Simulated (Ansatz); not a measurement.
Basis-set extrapolation for C3H7N (`NC1CC1`) (PBE0-D4/def2-TZVP geometry, frozen core, the Gaussian-basis code of Ansatz). Multiplicity 1, RHF reference.

```
                      def2-TZVPP   def2-QZVPP
                 HF  -172.155139  -172.163333
    MP2 correlation    -0.724650    -0.771484
CCSD(T) correlation    -0.788895      not run
```

Energies in hartree. Use E(X) = E(∞) + A·exp(−7.88·√X) for Hartree–Fock and E(X) = E(∞) + B·X^(−2.97) for correlation, with X = 3 and 4, and add CCSD(T) minus MP2 of the smaller set to the MP2 limit.

Q: What is the CCSD(T) energy at the basis-set limit?

A: HF limit: -172.163333 + (-0.008194) × 0.13774 = -172.16446. MP2 limit: -0.771484 + (-0.046834) × 0.74074 = -0.80618. Higher-order term: -0.788895 − (-0.724650) = -0.06424. Total: -173.03488 hartree, 2.47 eV below CCSD(T)/def2-TZVPP.
